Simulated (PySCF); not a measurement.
C5H8O.
Cartesian coordinates in Å at the GFN2-xTB level; atoms count from 1:
```
atom  x, y, z in Å
C1     2.1255   -0.2163   -0.2680
O2     1.0397   -0.6901    0.5106
C3    -0.1569   -0.1226    0.1698
C4    -0.8721    1.0892    0.6927
C5    -1.5457   -0.2546    0.6473
C6    -1.2268   -0.5501   -0.7924
H7     3.0083   -0.7379    0.0959
H8     1.9767   -0.4394   -1.3296
H9     2.2583    0.8635   -0.1442
H10   -1.1884    1.8620   -0.0005
H11   -0.5722    1.4644    1.6628
H12   -2.0535   -0.8219    1.3950
H13   -1.2325   -1.5875   -1.1016
H14   -1.5610    0.1408   -1.5597
```

Jobs on this species (14 atoms, 46 electrons) with PySCF (density fitting). Hardware of each: one thread of an Arm Neoverse V1, shared host. Times come from a shared host and carry two figures at best. Peak memory is the resident size of the whole Python process, interpreter and libraries included.

Question: Rank these jobs by wall time, shortest first.
A. mPW1PW91/pcJ-1, grid level 3, energy threshold 1e-08 Eh; shieldings, ring-centre shieldings; 242 basis functions
B. PBE0/MINI; spin–spin couplings from 13 perturbed nuclei, spin–dipole term left out; 38 basis functions
C. PBE0/pcSseg-1; shieldings, ring-centre shieldings, charges and field gradients; 142 basis functions
D. PBE0/6-31G, start guess sap; shieldings, ring-centre shieldings; 70 basis functions

Answer: B (3.2 s), D (5.6 s), C (13 s), A (30 s).

All jobs:

```tsv
level and settings	work	basis functions	SCF cycles	wall time	peak memory
PBE0/MINI	spin–spin couplings from 13 perturbed nuclei, spin–dipole term left out	38	11	3.2 s	0.35 GiB
PBE0/6-31G, start guess sap	shieldings, ring-centre shieldings	70	12	5.6 s	0.47 GiB
PBE0/pcSseg-1	shieldings, ring-centre shieldings, charges and field gradients	142	12	13 s	0.70 GiB
PBE0/def2-SVPD	6 singlets by full TDDFT, 2 Tamm–Dancoff triplets, polarisability	187	12	20 s	0.76 GiB
mPW1PW91/pcJ-1, grid level 3, energy threshold 1e-08 Eh	shieldings, ring-centre shieldings	242	9	30 s	0.94 GiB
```

Q: What do all jobs in the table cost together?

A: About 72 s; the longest takes about 42 % of that, and about 9.4 times as long as the shortest.
